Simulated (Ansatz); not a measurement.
# Down a group: atomization energies of CH4, SiH4, GeH$_{4}$

Ansatz 0.2.0, basis cc-pVDZ; geometries are PBE0/def2-TZVP minima. Wave-function levels freeze the cores with the filled d shells of p-block atoms; HF, MP2 and coupled cluster are restricted for singlets and unrestricted otherwise, atoms included (their steps beyond CCSDT(Q) come from restricted open-shell runs), restricted open-shell where a d shell is frozen. MRCISD+Q stands on CASSCF in the full valence space, and MRCISD+Q is size-consistent only roughly. The reference is full CI, exact within the basis. An error is the level's value less the reference. None of these values is a measured one. Energies are electronic, without zero-point terms. No spin–orbit coupling and no scalar relativity. The set is small: it underbinds, by tens of kJ/mol for each bond, so near ties and functionals' places can change in larger sets. The species are chosen: bound, without strong static correlation by their natural occupations or amplitudes, in their lowest spin state as far as vertical gaps and like structures tell, and with a ladder that closes on the reference, so errors are smaller than for species at large; levels whose determinant breaks symmetry or spin markedly are left out.

```tsv
species	bonds (Å)	quantity	symmetry of the states	reference	value (kJ/mol)	error CCSD	error CCSD(T)	error CCSDT	error CCSDT(Q)	error MRCISD+Q
CH4, singlet	C–H 1.090, angles at C 109°	atomization	–	full CI	1653.7	-7.9	-0.6	-0.4	-0.1	-2.3
SiH4, singlet	Si–H 1.485, angles at Si 109°	atomization	–	full CI	1262.2	-4.4	-0.6	-0.1	0.0	-5.4
GeH4, singlet	Ge–H 1.534, angles at Ge 109°	atomization	–	full CI	1163.1	-5.0	-0.8	-0.1	0.0	-3.4
```

The reference falls from C to Ge, by 490.6 kJ/mol in all.
